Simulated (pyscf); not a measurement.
Homolytic dissociation enthalpies at 298 K of Br–Si, Cl–Si, Cl–Sn, F–Ge, F–Si, F–Sn bonds in 8 gas-phase molecules, in kcal/mol. PySCF, gas phase, ωB97X-D3(BJ)/def2-SVP geometries. Correlated levels are frozen-core, on RHF or UHF. ΔMP2 is the change of the MP2 total energy from the triple- to the quadruple-zeta basis. Both columns use the same structures and thermal terms. Rows were drawn at random from the closed-shell molecules with such a bond whose radicals are computed, keep their shape and have no isomer in the data more than 5 kcal/mol lower.

```json
[
 {"row": "1", "molecule": "HO–SnH(OH)–Cl", "radicals": "HO–SnH•–OH + Cl•", "PBE/def2-TZVP": "88.9", "CCSD(T)/def2-TZVPP + ΔMP2(QZVPP)": "?"},
 {"row": "2", "molecule": "F–SnH(Cl)–Cl", "radicals": "F• + Cl–SnH•–Cl", "PBE/def2-TZVP": "112.3", "CCSD(T)/def2-TZVPP + ΔMP2(QZVPP)": "114.3"},
 {"row": "3", "molecule": "H₂N–SiH(NH₂)–Cl", "radicals": "H₂N–SiH•–NH₂ + Cl•", "PBE/def2-TZVP": "113.9", "CCSD(T)/def2-TZVPP + ΔMP2(QZVPP)": "117.5"},
 {"row": "4", "molecule": "F–SiH(F)–F", "radicals": "F• + F–SiH•–F", "PBE/def2-TZVP": "159.6", "CCSD(T)/def2-TZVPP + ΔMP2(QZVPP)": "163.9"},
 {"row": "5", "molecule": "HO–GeH₂–F", "radicals": "HO–GeH₂• + F•", "PBE/def2-TZVP": "130.6", "CCSD(T)/def2-TZVPP + ΔMP2(QZVPP)": "132.6"},
 {"row": "6", "molecule": "H₂N–SiH(F)–Cl", "radicals": "H₂N–SiH•–Cl + F•", "PBE/def2-TZVP": "154.4", "CCSD(T)/def2-TZVPP + ΔMP2(QZVPP)": "158.2"},
 {"row": "7", "molecule": "H₃Si–SiH₂–Cl", "radicals": "•H₂Si–SiH₃ + Cl•", "PBE/def2-TZVP": "103.5", "CCSD(T)/def2-TZVPP + ΔMP2(QZVPP)": "104.8"},
 {"row": "8", "molecule": "H₂N–SiH₂–Br", "radicals": "H₂N–SiH₂• + Br•", "PBE/def2-TZVP": "96.3", "CCSD(T)/def2-TZVPP + ΔMP2(QZVPP)": "100.3"}
]
```

**Question.** Fit a line that carries the PBE values to the last column and predict row 1.

**Answer.** In the 7 complete rows the last column lies 1.3 to 4.3 kcal/mol from PBE (mean 3.0, median 3.6). Least squares gives y = 0.5 + 1.02·x with residuals of 1.0 kcal/mol (root mean square). For row 1: 0.5 + 1.02 × 88.9 = 91.2 kcal/mol, an extrapolation. The computed value is 93.6 kcal/mol, 2.4 over the line. The CCSD(T) − MP2 part came from Ansatz, without density fitting, on the same reference. The frozen core leaves the outer d or s,p core shells of the metals and heavy elements correlated in the MP2 and CC values, and def2-TZVPP describes them poorly, which can shift differences by a few kcal/mol. Left out: the spin-orbit lowering of Br, Cl, F, which is large for Br, Se, Te and I. Elements up to Kr have no core potential and no relativistic terms here. Elements past Kr carry the def2 core potentials, without spin-orbit coupling.
